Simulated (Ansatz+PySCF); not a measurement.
## triplet B2: levels of theory in one basis

| atom | x (Å) | y (Å) | z (Å) |
| --- | --- | --- | --- |
| B | 0.0000 | 0.0000 | -1.2196 |
| B | 0.0000 | 0.0000 | 1.2196 |

Basis set: 6-31G (spherical functions). Frozen core: 2 orbitals. Correlation on ROHF uses semicanonical orbitals with singles. Charge 0, multiplicity 3.

Computed with Ansatz (development build ahead of 0.2.0); each method stands on the lowest determinant of its kind that the runs found.

| method | E − E(ROHF) (eV) | <S²> of the determinant |
| --- | --- | --- |
| ROHF | 0.00 | 2.00 |
| UHF | -0.19 | 2.06 |
| ROHF-MP2 | -1.64 | – |
| UHF-MP2 | -1.67 | 2.06 |
| ROHF-CCSD | -2.99 | – |
| UHF-CCSD | -2.99 | 2.06 |
| ROHF-CCSD(T) | -3.11 | – |
| UHF-CCSD(T) | -3.10 | 2.06 |

What does full CI (lowest root of this spin) give on the same scale?

-3.21 eV.

At such a shape the full CI root can have another spatial symmetry than the determinants, so the rows needn't describe one state.

Is a single determinant a sound starting point here?

Only with care. Unrestricted orbitals gain 0.19 eV and <S²> is 2.06 against 2.00 for a pure state, but bonds are stretched.

Caution for ROHF, UHF, ROHF-MP2, UHF-MP2, ROHF-CCSD, UHF-CCSD, ROHF-CCSD(T), UHF-CCSD(T): the determinant may break the point group. Caution for ROHF-MP2, UHF-MP2, ROHF-CCSD, UHF-CCSD, ROHF-CCSD(T), UHF-CCSD(T): bonds are stretched, where a single reference can fail. Caution for ROHF-MP2, UHF-MP2: another reference gives a lower total.
